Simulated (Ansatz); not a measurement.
Basis-set extrapolation for C₃H₇O (`CC(C)[O]`) radical (PBE0-D4/def2-TZVP geometry, frozen core, Ansatz 0.2.0). Multiplicity 2, UHF reference.

|  | def2-TZVPP | def2-QZVPP |
| --- | --- | --- |
| HF | -192.576902 | -192.585981 |
| MP2 correlation | -0.714080 | -0.764550 |
| CCSD(T) correlation | -0.791160 | not run |

Energies in hartree. Use E(X) = E(∞) + A·exp(−7.88·√X) for Hartree–Fock and E(X) = E(∞) + B·X^(−2.97) for correlation, with X = 3 and 4, and add CCSD(T) minus MP2 of the smaller set to the MP2 limit.

Task: What is the CCSD(T) energy at the basis-set limit?

Result: HF limit: -192.585981 + (-0.009079) × 0.13774 = -192.58723. MP2 limit: -0.764550 + (-0.050470) × 0.74074 = -0.80194. Higher-order term: -0.791160 − (-0.714080) = -0.07708. Total: -193.46625 hartree, 257.8 kJ/mol below CCSD(T)/def2-TZVPP.
